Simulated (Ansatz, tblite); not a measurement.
**The cluster ZrTe₂−: a ladder of methods and basis sets**

The task here is to estimate one member of a computed series from the others.

Program: Ansatz 0.2.0, Gaussian basis. Level of theory: as each input shows. These are calculated values, not measurements.

The runs, in order: GFN1-xTB, GFN2-xTB, PBE-D4/def2-TZVPD, r2SCAN-D4/def2-TZVPD, HF/def2-TZVPD, ωB97X-V/def2-TZVPD, r2SCAN0-D4/def2-TZVPD, B97M-V/def2-TZVPD, revPBE-D4/def2-TZVPD, PBE+5HF/def2-TZVPD, PBE+10HF/def2-TZVPD, PBE+15HF/def2-TZVPD, PBE+35HF/def2-TZVPD, PBE+50HF/def2-TZVPD, PBE-D4/def2-SVPD, PBE0-D4/def2-SVPD, CCSD(T)/def2-SVPD, MP2/def2-TZVPD, RPA/def2-TZVPD.

6 further runs of the same task are left out: 6 set aside as unsound or not needed.

### The structure

The geometry is that of the doublet, from an earlier relaxation (r2SCAN-D4/def2-TZVPD). At that level it is the lowest of the isomers that a small search found.

3 atoms, charge -1, spin multiplicity 2.

Bond lengths: Zr1–Te2 2.613 Å, Zr1–Te3 2.613 Å. Angles: Te2–Zr1–Te3 117.7°.

Te, Zr take a core potential in the def2 sets. No spin-orbit coupling is included. The ion is computed in the gas phase, without counter-ions or solvent.

PBE0-D4/def2-TZVPD was run before; its log isn't repeated, and its numbers join the tables.

Set-up of the first run:

Tight binding, by tblite at 300 K electronic temperature and without a spin-polarisation term:

```python
tblite.interface.Calculator('GFN1-xTB', numbers, positions, charge=-1, uhf=1).singlepoint()
```

Tight binding, by tblite at 300 K electronic temperature and without a spin-polarisation term:

```python
tblite.interface.Calculator('GFN2-xTB', numbers, positions, charge=-1, uhf=1).singlepoint()
```

start.molden holds the orbitals of an earlier run on this state, given as this run's starting guess.

in.yaml reads:

```yaml
crystal:
  periodic: [false, false, false]
  atoms:
    - {symbol: Zr, position_ang: [0.715620, 0.103328, 0.537601]}
    - {symbol: Te, position_ang: [-1.171527, -1.609190, 1.113732]}
    - {symbol: Te, position_ang: [0.455917, 1.505872, -1.651324]}
basis:
  gaussian: {orbitals: def2-TZVPD, initial_orbitals: start.molden}
total_charge: -1
magnetization: {spin_polarized: true, initial_magnetization: 1}
hamiltonian: {xc: pbe, dispersion: d4}
scf: {omitted_lower_state_checks: [starts]}
output: {orbitals: {seedname: orbitals}}
```

On the command line:

```console
ansatz run in.yaml --threads 4 --pin off --events-out ev --progress --plain --max-ram 3916MiB
```

Steps of the session up to this table: PBE-D4/def2-TZVPD; r2SCAN-D4/def2-TZVPD; HF/def2-TZVPD; ωB97X-V/def2-TZVPD; r2SCAN0-D4/def2-TZVPD; B97M-V/def2-TZVPD; revPBE-D4/def2-TZVPD; PBE+5HF/def2-TZVPD; PBE+10HF/def2-TZVPD; PBE+15HF/def2-TZVPD; PBE+35HF/def2-TZVPD; PBE+50HF/def2-TZVPD; PBE-D4/def2-SVPD; PBE0-D4/def2-SVPD; CCSD(T)/def2-SVPD; MP2/def2-TZVPD; RPA/def2-TZVPD.

One of the session's tables, all rows but one given; the rest of the session is left out.

```
                level  HOMO (eV)  LUMO (eV)  gap (eV)
        HF/def2-TZVPD      -3.31       2.81      6.12
     PBE-D4/def2-SVPD      -0.36       0.41      0.77
    PBE-D4/def2-TZVPD      -0.36       0.41      0.77
 revPBE-D4/def2-TZVPD      -0.33       0.46      0.79
 r2SCAN-D4/def2-TZVPD      -0.71       0.41      1.12
    B97M-V/def2-TZVPD      -0.33       0.32      0.65
    PBE0-D4/def2-SVPD      -1.36       1.03      2.38
   PBE0-D4/def2-TZVPD      -1.35       1.03      2.38
r2SCAN0-D4/def2-TZVPD      -1.66       1.02      2.68
   ωB97X-V/def2-TZVPD      -3.43       2.49      5.91
   PBE+5HF/def2-TZVPD      -0.55       0.53      1.09
  PBE+10HF/def2-TZVPD      -0.75       0.66      1.40
  PBE+15HF/def2-TZVPD      -0.94       0.78      1.72
  PBE+35HF/def2-TZVPD      -1.76       1.28      3.04
  PBE+50HF/def2-TZVPD          ?          ?         ?
```

**Question.** Estimate the row for PBE+50HF/def2-TZVPD.

As computed: HOMO (eV): -2.43; LUMO (eV): 1.63; gap (eV): 4.06. In the column «HOMO (eV)» it lies between HF/def2-TZVPD (-3.31) and PBE+35HF/def2-TZVPD (-1.76).
